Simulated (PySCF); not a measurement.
A made-up structure of SiHOF, closed shell:

O1  (0.682, -0.963, 1.331)
Si2  (0.056, -0.034, 0.072)
F3  (-1.426, -0.348, -0.832)
H4  (0.689, 1.345, -0.570)
(Å)

It is relaxed with PBE-D4/def2-SVP and then PBE0-D4/def2-TZVP (PySCF 2.14 with density fitting (its default auxiliary sets; JK sets also for MP2 and CCSD(T))). Atoms count as bonded within 1.22 times the sum of their covalent radii (H–H: 0.88 Å). The end point is not checked to be a true minimum.

(1) Does its bonding change? (A judgement: the text doesn't fix the answer.)

Results:

(1) Computed: No: no bond forms or breaks.

Where it ends: The first stage lowers the energy by 0.88 eV in 9 steps. It ends as SiHOF ([O][SiH][F]):
```xyz
4
angstrom
O 0.5659 -0.8480 1.1589
Si -0.0023 -0.0365 0.0260
F -1.3211 -0.3431 -0.7794
H 0.5473 1.1962 -0.5588
```

Labels in which every atom is bracketed show which atoms are joined, not bond orders.

For scale, one of the runs: PBE0-D4/def2-TZVP relaxation, 105 basis functions, launched by `OMP_NUM_THREADS=2 python run.py`. Time: 18 s of wall clock on 2 CPU threads of an Arm Neoverse V2; the host was shared. Peak host memory: 0.99 GiB.
